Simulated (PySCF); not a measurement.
**Continuum solvent and chemical shifts**

Cartesian coordinates in Å; atom numbers follow the order of the lines, from 1:
```xyz
11

B    -1.3548    0.2224   -0.1251
C     0.0527   -0.4815    0.3499
C     1.2913    0.1059   -0.3194
H    -2.3387   -0.2963    0.4548
H    -1.3358    1.4512    0.1411
H    -1.5080    0.0919   -1.3663
H     0.1762   -0.3984    1.4506
H     0.0291   -1.5734    0.1477
H     1.2227    0.0094   -1.4181
H     2.2521   -0.3566   -0.0083
H     1.3680    1.1889   -0.1132
```

Total charge -1.

GIAO PBE0/pcSseg-1 in PySCF on one PBE0-D3(BJ)/def2-SVP conformer, non-relativistic, equivalent nuclei averaged. Solvents enter as an IEF-PCM continuum (chloroform with ε = 4.7) around the gas-phase geometry. Shifts are referred to BF3·OEt2, TMS computed in the same medium.

Gas phase, δ in ppm: B1 -32.9, C3 23.3, C2 18.0, H9/H10/H11 0.78, H4/H5/H6 0.76, H7/H8 0.15. Dipole moment 5.71 D.

Question: How does each δ change in the continuum?

Answer: 
| atoms | environment | Δδ, chloroform |
| --- | --- | --- |
| B1 | boron bonded to C, 3 H | -0.6 |
| C3 | methyl carbon | -1.0 |
| C2 | sp3 CH2 bonded to B | -3.1 |
| H9/H10/H11 | hydrogen on a methyl carbon | +0.09 |
| H4/H5/H6 | hydrogen on a boron bonded to C | -0.31 |
| H7/H8 | hydrogen on an sp3 CH2 bonded to B | -0.03 |

Changes are relative to the gas phase. The dipole moment becomes 6.50 D in chloroform.

Question: Which of the listed nuclei move most (in ppm), and what does the model miss?

Answer: C2 (sp3 CH2 bonded to B, -3.1 ppm) in chloroform. A continuum only polarises the solute; specific hydrogen bonds, the anisotropy of aromatic solvents and changes of geometry or conformer are outside it, as are counter-ions.
